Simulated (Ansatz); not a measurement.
Relaxation of ClH4Si (6 atoms, charge 0, multiplicity 2), to a largest force component of 0.03 eV/Å in at most 50 steps.

Method: UKS BHLYP-D4/def2-mTZVP (Ansatz 0.2.0).

```xyz
6
Properties=species:S:1:pos:R:3:forces:R:3
Cl -0.676 -2.096 -1.596 -0.08 -0.23 -0.18
Si 0.168 0.554 0.424 0.07 0.21 0.15
H -0.440 -1.060 -0.790 0.01 0.03 0.02
H 0.762 1.514 -0.517 0.00 0.00 0.00
H -0.981 1.119 1.148 0.00 -0.01 -0.01
H 1.166 -0.031 1.331 0.00 0.00 0.00
```

Question: Where does it end, and by what steps?

Answer: The forces met the threshold. The force dipped under the threshold on the way, but the program's further checks kept it going. After 7 steps the energy has fallen by 0.054 eV; H3 moved furthest, 0.38 Å.

```tsv
step	energy less start (eV)	largest force component (eV/Å)	accepted
0	0.0000	0.233	yes
1	-0.0266	0.569	yes
2	-0.0345	0.593	yes
3	-0.0515	0.244	yes
4	-0.0500	0.234	no
5	-0.0538	0.025	yes
6	-0.0542	0.042	yes
7	-0.0545	0.005	yes
```

```xyz
6
Properties=species:S:1:pos:R:3
Cl -0.846 -2.351 -1.774
Si 0.244 0.683 0.516
H -0.501 -1.352 -1.018
H 0.828 1.687 -0.385
H -0.958 1.186 1.199
H 1.233 0.146 1.462
```

The run took 6 s on 2 threads of Intel(R) Xeon(R) Platinum 8488C (Sapphire Rapids), on a shared host, peak memory 0.15 GiB.
